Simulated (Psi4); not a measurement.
**Two attempts at BNH2O (SMILES BN=O)**

Aim: the excited states of BNH2O at TD-B97-2/3-21G (tdscf states 3, tdscf triplets only, triplets only).

The calculation is run with Psi4 1.11.

**1. The structure to begin with**

BNH2O: 5 atoms, total charge 0, spin state singlet. As SMILES, `BN=O`. The coordinates come from a GFN2-xTB relaxation.

Bond lengths: B1–N2 1.295 Å, N2–O3 1.192 Å, B1–H4 1.165 Å, B1–H5 1.166 Å. Angles: B1–N2–O3 179.9°, N2–B1–H4 118.8°, N2–B1–H5 118.8°, H4–B1–H5 122.4°.

**2. Try one**

bh2no.xyz

```xyz
5
BH2NO
B     -0.303260     0.384710    -0.206480
N      0.435210    -0.552070     0.296940
O      1.113730    -1.415380     0.760240
H     -1.158940     0.091910    -0.941520
H     -0.086740     1.490830     0.090820
```

calc.py

```python
import psi4

psi4.set_memory(1600000000)
psi4.set_num_threads(1)
psi4.set_output_file('run.log', False)

with open('bh2no.xyz') as f:
    atoms = ''.join(f.readlines()[2:])
m = psi4.geometry('0 1\n' + atoms + 'symmetry c1')

psi4.set_options(dict(basis='3-21G', scf_type='direct', tdscf_states=3, tdscf_tda=False, tdscf_triplets='only', max_scf_iter=100))

e_tot = psi4.energy('TD-B97-2', molecule=m)
print(f'TD-B97-2 energy: {e_tot:.10f} Eh')
```

Launch:

```
$ python calc.py
```

run.log:

```text
Psi4 1.11 release

Error: option MAX_SCF_ITER is not contained in the list of available options.

Did you mean?
```

The script printed:

```text
Error: option MAX_SCF_ITER is not contained in the list of available options.

Did you mean?

Traceback (most recent call last):
  File "calc.py", line 11, in <module>
    psi4.set_options(dict(basis='3-21G', scf_type='direct', tdscf_states=3, tdscf_tda=False, tdscf_triplets='only', max_scf_iter=100))
```

Run time: 1.4 s. Hardware: 1 thread of Intel Xeon Platinum 8259CL at 2.50GHz (Skylake/Cascade Lake), shared host; peak memory 0.14 GiB.

**3. Diagnosis**

The program refused the input.

The log says `Error: option MAX_SCF_ITER is not contained in the list of available options.`. What is wrong: the input text is malformed or holds a word that the program doesn't know.

**4. Second attempt**

bh2no.xyz is that of step 2.

bh2no.py

```python
import psi4

psi4.set_memory('1600 MB')
psi4.set_num_threads(1)
psi4.core.set_output_file('run.log', False)

with open('bh2no.xyz') as f:
    atoms = ''.join(f.readlines()[2:])
molecule = psi4.geometry('0 1\n' + atoms + 'symmetry c1')

options = {'basis': '3-21G', 'scf_type': 'direct', 'tdscf_states': 3, 'tdscf_tda': False, 'tdscf_triplets': 'only'}
psi4.set_options(options)

energy_value, wavefunction = psi4.energy("td-b97-2", return_wfn=True)
print(f'td-b97-2 energy: {energy_value:.10f} Eh')
```

Launch:

```
$ python bh2no.py
```

run.log:

```text
[...]
  Running in c1 symmetry.
[...]
  Nuclear repulsion =   58.612788367927152
[...]
  Multiplicity = 1
[...]
  Nalpha       = 11
  Nbeta        = 11
[...]
    Number of basis functions: 31
[...]
   @DF-RKS iter   1:  -154.92480020654489   -2.86152e-01   1.13709e-02 ADIIS/DIIS
[...]
   @RKS iter  10:  -155.00461425485202   -1.04006e-09   3.34026e-07 DIIS
[...]
    Orbital Energies [Eh]
    ---------------------
    Doubly Occupied:
       1A    -19.172813     2A    -14.423191     3A     -6.720589
       4A     -1.242195     5A     -0.814764     6A     -0.562528
       7A     -0.520278     8A     -0.506338     9A     -0.449589
      10A     -0.370916    11A     -0.248757
[...]
  @RKS Final Energy:  -155.00461425485202
   => Energetics <=
    Nuclear Repulsion Energy =             58.6127883679271520
    One-Electron Energy =                -325.7068577947710537
    Two-Electron Energy =                 128.1496120358166593
    DFT Exchange-Correlation Energy =     -16.0601568638247407
    Empirical Dispersion Energy =           0.0000000000000000
    VV10 Nonlocal Energy =                  0.0000000000000000
    Total Energy =                       -155.0046142548520152
[...]
 Multipole Moments:
 ------------------------------------------------------------------------------------
     Multipole            Electronic (a.u.)      Nuclear  (a.u.)        Total (a.u.)
 ------------------------------------------------------------------------------------
 L = 1.  Multiply by 2.5417464519 to convert [e a0] to [Debye]
 Dipole X            :          1.1872143           -1.2889368           -0.1017225
 Dipole Y            :         -1.5089367            1.6382498            0.1293131
 Dipole Z            :          0.8113972           -0.8807805           -0.0693833
 Magnitude           :                                                    0.1785592
[...]
**********                               WARNING                                **********
**********       The names of excited state variables changed between 1.5       **********
[...]
**********                               WARNING                                **********
**********  Length-gauge rotatory strengths are **NOT** gauge-origin invariant  **********
[...]
                                    Excitation Energy         Total Energy        Oscillator Strength             Rotatory Strength
[...]
Excited State    1 (3 A):   0.02373 au   1919.82 nm f = 0.0000
[...]
Excited State    2 (3 A):   0.15353 au   296.78 nm f = 0.0000
[...]
Excited State    3 (3 A):   0.17661 au   257.98 nm f = 0.0000
[...]
**********                               WARNING                                **********
**********       The names of excited state variables changed between 1.5       **********
[...]
```

The script printed:

```text
td-b97-2 energy: -155.0046142549 Eh
```

Wall time 11 s (1 thread of Intel Xeon Platinum 8259CL at 2.50GHz (Skylake/Cascade Lake), shared host); peak memory 0.29 GiB.

The roots found:

```tsv
excited state	energy (eV)	strength	label
1	0.646	0.0000	A 3
2	4.178	0.0000	A 3
3	4.806	0.0000	A 3
```

**5. Summary of results**

Level: TD-B97-2/3-21G (tdscf states 3, tdscf triplets only, triplets only).

```
                                quantity          value
       ground-state or mean-field energy  -155.00461 Eh
 dipole moment (B97-2 Kohn–Sham density)         0.45 D
  HOMO energy (B97-2 Kohn–Sham orbitals)       -6.77 eV
  LUMO energy (B97-2 Kohn–Sham orbitals)       -3.21 eV
HOMO–LUMO gap (B97-2 Kohn–Sham orbitals)        3.56 eV
                lowest excitation energy        0.65 eV
```
